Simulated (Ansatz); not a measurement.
# [BH2···H···H], doublet in cc-pVDZ: errors against full CI

All five atoms lie in one plane.

Geometry: a point of a hydrogen-transfer path between rigid fragments, not a stationary point.

```xyz
5

B    -0.1540    0.0000    0.0000
H    -0.7507    1.0336    0.0000
H    -0.7507   -1.0336    0.0000
H     1.0810    0.0000    0.0000
H     2.0720    0.0000    0.0000
```

Basis cc-pVDZ; Ansatz 0.2.0. Only valence electrons are correlated (noble-gas cores frozen), which leaves 7 electrons in 33 orbitals. Prefix R: restricted or restricted open-shell reference; prefix U: unrestricted. Active spaces: valence = (7e, 8o) chosen from the atoms' valence shells; pair = (3e, 3o) about the gap.

Full CI is exact within this basis and frozen core; it isn't the basis-set limit. The frozen core follows each run's orbitals, which can shift R against U totals by a few meV.

For open shells CISD is restricted-active-space CI with the open shells as a complete middle space.

```
UHF ⟨S²⟩                          : 0.763
T1 diagnostic (RCCSD)             : 0.0200
largest doubles amplitude (RCCSD) : 0.044
T1 diagnostic (UCCSD)             : 0.0102
```

```csv
level,E − E(full CI) (mEh),share of correlation (%),wall time
RHF,135.01,0.00,–
UHF,130.05,3.67,–
RMP2,29.57,78.10,–
UMP2,29.64,78.05,–
CISD,7.30,94.59,0.61 s
RCCSD,2.58,98.09,–
UCCSD,2.49,98.16,–
RCCSD(T),0.55,99.60,0.61 s
UCCSD(T),0.55,99.60,0.77 s
BCCD(T),0.54,99.60,0.76 s
RCCSDT,0.06,99.95,–
UCCSDT,0.06,99.96,–
RCCSDT(Q),0.01,99.99,4.6 s
UCCSDT(Q),0.01,99.99,4.5 s
RCCSDTQ,0.00,100.00,7 s (H100)
UCCSDTQ,0.00,100.00,7 s (H100)
CASSCF (pair space),117.43,13.02,–
NEVPT2 (pair space),29.06,78.48,0.25 s
MRCISD (pair space),5.99,95.57,–
MRCISD+Q (pair space),-0.22,100.17,0.4 s
CASSCF (valence space),81.34,39.75,–
NEVPT2 (valence space),23.41,82.66,1.9 s
MRCISD (valence space),3.21,97.62,–
MRCISD+Q (valence space),0.28,99.79,2.9 s
```

The correlation energy at full CI, counted from RHF, is -3.674 eV. That run took 6.5 s on 2 threads of AMD EPYC 7R13 with a shared H100 80 GB, shared host over 55,991,320 determinants.

Times hold each run's SCF and search for its determinant on a shared host, so for small cases they say little of a method's own cost; rows without a card ran on 1 thread of AMD EPYC 7R13.

Not variational, and here over 5 meV under the exact energy: MRCISD+Q (pair space).

The full-CI state has the irrep A1 of C2v, in the program's axes.

Natural occupations of full CI about the gap: 1.962 1.957 1.956 0.994 0.020 0.019 0.018 0.017 0.009 0.009; effectively unpaired electrons, Σ n²(2−n)², 1.03.
